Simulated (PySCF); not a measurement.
Reproducing measurements on dimethylamine

**The experiment to reproduce.**

NIST CCCBDB Release 22 (SRD 101), experimental dipoles lists, for the gas: dipole moment (dielectric constant against temperature) 1.03 D.

NIST CCCBDB Release 22 (SRD 101), experimental polarizabilities lists, for the gas: mean polarisability 5.447 Å³.

How close the calculation comes is told at the end.

Dimethylamine, C₂H₇N.
Numbering: `[CH3:1][NH:2][CH3:3]` (hydrogens: H4, H5, H6 on C1; H7 on N2; H8, H9, H10 on C3)

Geometry (GFN2-xTB, Å), atoms numbered from 1 in this order:
```
atom  x, y, z in Å
C1    -1.2080   -0.0492   -0.0488
N2     0.0374    0.6511   -0.2830
C3     1.1980   -0.1777   -0.0328
H4    -1.2740   -0.8837   -0.7475
H5    -2.0380    0.6289   -0.2380
H6    -1.3025   -0.4499    0.9727
H7     0.0779    1.4772    0.3076
H8     1.1836   -1.0138   -0.7327
H9     1.2359   -0.5862    0.9895
H10    2.0984    0.4079   -0.2095
```

Runs made with PySCF (gas phase, on this GFN2-xTB geometry; no spin–orbit coupling):

| level | job | basis functions | wall time |
| --- | --- | --- | --- |
| CAM-B3LYP/def2-SVPD | 8 singlets by full TDDFT, 3 Tamm–Dancoff triplets, polarisability | 116 | 12 s |

Hardware: one thread, Arm Neoverse N1, on a shared host.

Results beside the measurements:

**Dipole moment.** Measured: 1.03 D (NIST CCCBDB Release 22 (SRD 101), experimental dipoles).

| level | computed (D) | computed − measured (D) | % (from the printed values) |
| --- | --- | --- | --- |
| CAM-B3LYP/def2-SVPD | 1.04 | +0.01 | +1 |

The computed dipoles belong to one fixed geometry; measured ones are averaged over vibrations unless marked μe. Magnitudes are compared, not signs.

**Mean polarisability.** Measured: 5.447 Å³ (NIST CCCBDB Release 22 (SRD 101), experimental polarizabilities).

```csv
level,computed (Å³),computed − measured (Å³),% (from the printed values)
CAM-B3LYP/def2-SVPD,5.438,-0.009,0
```

The computed values are static and purely electronic, with core orbitals frozen in the response (1 au = 0.148185 Å³). The table of measured values doesn't say here whether a value is static or optical, or holds a vibrational part.

The geometry is computed, not the measured one. Where a level misses, the cause wasn't examined.
